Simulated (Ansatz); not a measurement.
Input file:

```yaml
crystal:
  periodic: [false, false, false]
  atoms:
    - {symbol: Al, position_ang: [0.000000, -0.888930, -0.000475]}
    - {symbol: F, position_ang: [0.000000, 0.631755, -0.984846]}
    - {symbol: F, position_ang: [0.000000, 0.630704, 0.985520]}
basis:
  gaussian: {orbitals: STO-3G}
magnetization: {spin_polarized: false, initial_magnetization: 3}
hamiltonian: {pseudopotentials: {relativity: none}}
correlation: {active_space: {window: {electrons: 11, orbitals: 8}, fixed_orbitals: true}}
```

```sh
$ ansatz run in.yaml --threads 1 --pin off --events-out ev --progress --plain --max-ram 2393MiB
```

Log:

```
238 factors; integrals over basis functions are off by at most 1.8e-5 eV
mean field evaluation 1: about -11832.4139 eV, gradient 8.8e0 eV
mean field evaluation 2: about -11832.4814 eV, gradient 8.8e0 eV
mean field evaluation 4: about -11833.2521 eV, gradient 6.7e-1 eV
mean field evaluation 8: about -11833.2886 eV, gradient 4.8e-2 eV
mean field evaluation 16: about -11833.2887 eV, gradient 6.3e-5 eV
mean field evaluation 32: about -11833.2213 eV, gradient 1.7e-1 eV
mean field evaluation 64: about -11833.2790 eV, gradient 2.0e0 eV
mean field -11833.37946507 eV, -434.8686743888 hartree, gradient 3.6e-6 eV, S^2 3.750000; 10 other end points of the search recorded, 0 dependent functions left out
reference -11833.37946507 eV, -434.8686743888 hartree; 17, 14 occupied and 2, 5 virtual orbitals, 238 factors
state -11833.70685101 eV, -434.8807055999 hartree
Total energy: -11833.70685101 eV, -434.8807055999 hartree
```

Natural occupations: 1.9994 1.9972 1.9887 1.9854 1.0136 1.0033 1.0004 0.0120.

Ran on 1 thread of Arm Neoverse V2, shared host: 0.24 s wall, 0.16 GiB peak host memory.
